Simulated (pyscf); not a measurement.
Single points on ωB97X-D3(BJ)/def2-SVP structures (PySCF, gas phase).

SMILES: C[CH2][Al]([Cl])[CH2]C
```xyz
16

C     -1.1841    -0.7056    -2.0464
C     -0.1356     0.3256    -2.4903
Al     0.7647     1.3492    -1.0910
Cl     2.4105     2.5245    -1.7274
C      0.3501     1.4354     0.8162
C     -0.9493     0.7655     1.2879
H     -0.7485    -1.4731    -1.3850
H     -2.0097    -0.2359    -1.4875
H     -1.6324    -1.2354    -2.9036
H     -0.5916     1.0604    -3.1819
H      0.6523    -0.1594    -3.0966
H      1.2182     1.0056     1.3525
H      0.3610     2.5037     1.1027
H     -1.8356     1.2012     0.7968
H     -1.0985     0.8715     2.3755
H     -0.9595    -0.3133     1.0625
```

Question: What is the homolytic dissociation enthalpy (298 K, ωB97M-D3(BJ)/def2-TZVP) of the Al–C bond of `[CH3][CH2][Al]([Cl])[CH2][CH3]`, to •H₂C–CH₃ + [H₃C–CH₂–Al–Cl]•?

Answer: Al–C to •H₂C–CH₃ + [H₃C–CH₂–Al–Cl]•: 77.5 kcal/mol. The 7 functionals that were run give +68.0 (r²SCAN) to +77.8 kcal/mol (ωB97X-D3(BJ)/def2-TZVP). The radicals are drawn with the spin at the cut bond; how far it spreads was not checked. H₃C–CH₂–Al(Cl)–CH₂–CH₃ lies 5.1 kcal/mol over its isomer H₃C–CH₂–CH₂–Al(CH₃)–Cl (electronic energy, ωB97M-D3(BJ)/def2-TZVP). Other isomers of •H₂C–CH₃, [H₃C–CH₂–Al–Cl]• were not searched in full and may lie lower.
